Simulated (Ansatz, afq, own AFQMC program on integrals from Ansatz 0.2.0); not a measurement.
## C, triplet in cc-pVQZ, levels against full CI

A free C atom.

Basis cc-pVQZ. Only valence electrons are correlated. Integrals, coupled cluster, full CI and functionals: Ansatz 0.2.0; the random walks run on the same integrals in our own AFQMC program. ph-AFQMC/CISD is guided by a CISD state made of CCSD amplitudes; releasing the constraint for a short imaginary time cuts its bias at the price of noise, slowly where states lie close. Free AFQMC starts from the CCSD state and is never constrained. Its projection time is finite, and what remains of the start isn't in its error. Error bars are statistical, one sigma.

Determinant: UHF, the one that the program's search chose, which needn't be the lowest solution.

Full CI on the same integrals is exact in this basis and with this determinant's frozen core.

```
T1 diagnostic                               : 0.0094
weight of the determinant in the CISD state : 0.950
⟨S²⟩ of the determinant                     : 2.010
size of the correlated space                : 4 electrons in 54 orbitals
```

Reference: full CI, correlation energy -2.551 eV. The released energy is read at 1.50 1/Eh (meV from the phaseless value at times in 1/Eh: -2.4 ± 0.7 at 0.24, -2.5 ± 0.8 at 0.50, -3.7 ± 0.7 at 1.00, -4.1 ± 0.8 at 1.50).

```csv
level,E − E(reference) (mEh),share of correlation (%)
HF,93.74,0.00
MP2,21.69,76.86
CCSD,2.87,96.94
CCSD(T),0.51,99.45
CCSDT,0.05,99.95
CCSDT(Q),0.01,99.99
ph-AFQMC/HF,4.81 ± 0.34,94.87
ph-AFQMC/CISD,0.23 ± 0.03,99.75
released AFQMC,0.08 ± 0.03,99.91
free AFQMC,-0.01 ± 0.04,100.01
```

CCSDT and higher add their correlation energy to the determinant of the CCSD(T) run, since their own runs factorise the integrals more tightly (a shift of under 2 meV). Free projections are given only where their last times agree within the noise and don't stop above the reference; a slow remainder of the start can still hide under it. A walk keeps the symmetry of its determinant, which the program's search chose and which needn't be the lowest solution, so a lower state of the same spin and another symmetry isn't excluded. Released energies are given only where the last usable release times agree within the noise; a slower fall can still hide under it.
